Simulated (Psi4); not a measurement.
# doublet SiO+: UDSD-PBEP86/def2-TZVPPD (density fitting for correlation)

Wanted: a single-point energy of doublet SiO+. The job is set up through a Python script.

Program for the calculation: Psi4 1.11.

5 further runs of the same task are left out: 3 that didn't finish, 2 set aside as unsound or not needed.

**1. Starting point**

SiO+: 2 atoms, total charge +1, spin state doublet. As SMILES of the parent species, `O=[Si]`. The shape is that of a PBE0-D4/def2-TZVP optimisation. That shape belongs to the parent species and isn't relaxed for this state.

Bond lengths: O1–Si2 1.509 Å.

**2. The energy at UDSD-PBEP86/def2-TZVPPD (density fitting for correlation)**

Input file run.py:

```python
import psi4

psi4.set_memory('1600 MB')
psi4.set_num_threads(1)
psi4.set_output_file('osi.out', False)

mol = psi4.geometry("""
1 2
O     -0.640700     0.231500    -0.324000
Si     0.640700    -0.231500     0.324000
symmetry c1
""")

options = {'reference': 'uks', 'puream': True, 'e_convergence': 1e-09, 'd_convergence': 1e-08, 'scf_type': 'pk', 'dft_radial_points': 99, 'dft_spherical_points': 590, 'num_frozen_docc': 6, 'maxiter': 100}
psi4.set_options(options)

e_tot, wfn = psi4.energy("dsd-pbep86/def2-TZVPPD", return_wfn=True)
print(f'total energy {e_tot:.8f} hartree = {e_tot * 27.211386:.5f} eV')
```

The run is started by

```console
python run.py
```

osi.out:

```text
[...]
  Running in c1 symmetry.
[...]
  Nuclear repulsion =   39.283332351226669
[...]
  Multiplicity = 2
[...]
  Nalpha       = 11
  Nbeta        = 10
[...]
    Number of basis functions: 88
[...]
   @UKS iter   1:  -363.54812960097638   -1.82357e-01   7.86081e-03 ADIIS/DIIS
[...]
   @UKS iter  17:  -363.79783757985388   -2.21689e-11   4.09506e-09 DIIS
[...]
   @S^2 Observed:                7.869513710E-01
[...]
    Orbital Energies [Eh]
    ---------------------
    Alpha Occupied:
       1A    -68.254098     2A    -20.420834     3A     -6.234718
       4A     -4.426730     5A     -4.419288     6A     -4.419288
       7A     -1.549688     8A     -0.956810     9A     -0.794082
      10A     -0.794082    11A     -0.744824
    Alpha Virtual:
      12A     -0.279175    13A     -0.279175    14A     -0.161260
      15A     -0.110399    16A     -0.057338    17A     -0.057338
      18A     -0.036233    19A     -0.036233    20A     -0.036089
      21A     -0.015531    22A     -0.015531    23A      0.025530
      24A      0.095171    25A      0.123450    26A      0.123450
[...]
  @UKS Final Energy:  -363.79783757985388
   => Energetics <=
    Nuclear Repulsion Energy =             39.2833323512266688
    One-Electron Energy =                -575.4084327698582229
    Two-Electron Energy =                 180.5929638901832845
    DFT Exchange-Correlation Energy =      -8.2657010514057205
    Empirical Dispersion Energy =           0.0000000000000000
    VV10 Nonlocal Energy =                  0.0000000000000000
    Total Energy =                       -363.7978375798539332
[...]
 Multipole Moments:
 ------------------------------------------------------------------------------------
     Multipole            Electronic (a.u.)      Nuclear  (a.u.)        Total (a.u.)
 ------------------------------------------------------------------------------------
 L = 1.  Multiply by 2.5417464519 to convert [e a0] to [Debye]
 Dipole X            :          0.0000000            0.0000000            0.0000000
 Dipole Y            :         -0.0000000            0.0000000           -0.0000000
 Dipole Z            :          1.5545513            0.0073522            1.5619036
 Magnitude           :                                                    1.5619036
[...]
```

The script printed:

```text
total energy -363.95157057 hartree = -9903.62667 eV
```

Run time: 11 s. Hardware: 1 thread of Intel Xeon Platinum 8223CL at 3.00GHz (Skylake/Cascade Lake), shared host; peak memory 0.59 GiB.

**3. What came out**

Level: UDSD-PBEP86/def2-TZVPPD (density fitting for correlation), 6 core orbitals frozen.

| quantity | value |
| --- | --- |
| total energy | -363.95157 Eh |
| HOMO energy (SCF part's orbitals) (highest over α and β) | -20.27 eV |
| LUMO energy (SCF part's orbitals) (lowest over α and β) | -10.83 eV |
| ⟨S²⟩ | 0.787 |
